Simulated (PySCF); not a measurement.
Geometry:
```
atom   x (Å)   y (Å)   z (Å)
  C1  -1.287  -0.201  -0.388
  C2  -0.224   0.602  -0.339
  F3  -0.330   1.889  -0.677
  C4   1.155   0.248   0.064
  N5   1.603  -0.876   0.442
  H6  -2.260   0.177  -0.704
  H7  -1.196  -1.252  -0.112
  H8   1.851   1.101   0.015
  H9   0.863  -1.588   0.446
```

Geometry: PBE0-D3(BJ)/def2-SVP; GIAO absolute shieldings from PySCF, gas phase, non-relativistic, averaged over equivalent atoms.

At PBE0/pcSseg-1 (105 basis functions, 8.3 s wall time on 1 thread of an x86-64 server CPU, shared host):
| atoms | σ (ppm) |
| --- | --- |
| C4 | 16.0 |
| C2 | 17.8 |
| C1 | 87.9 |
| F3 | 283.4 |
| N5 | -90.4 |
| H9 | 20.35 |
| H8 | 23.54 |
| H6 | 26.15 |
| H7 | 26.16 |

**Question.** What do these become at WP04/pcSseg-2?

**Answer.** 
```
atoms  σ at WP04/pcSseg-2  change
   C4                -0.2   -16.2
   C2                -0.7   -18.5
   C1                70.5   -17.4
   F3               290.7    +7.3
   N5               -96.3    -5.9
   H9               21.34   +0.99
   H8               23.88   +0.34
   H6               26.71   +0.56
   H7               26.55   +0.39
```

The largest change is at C2 (carbon bonded to 2 C, F). Cost: 236 basis functions, 18 s wall time on 1 thread of an x86-64 server CPU, shared host. The order of the carbon signals changes between the two levels.
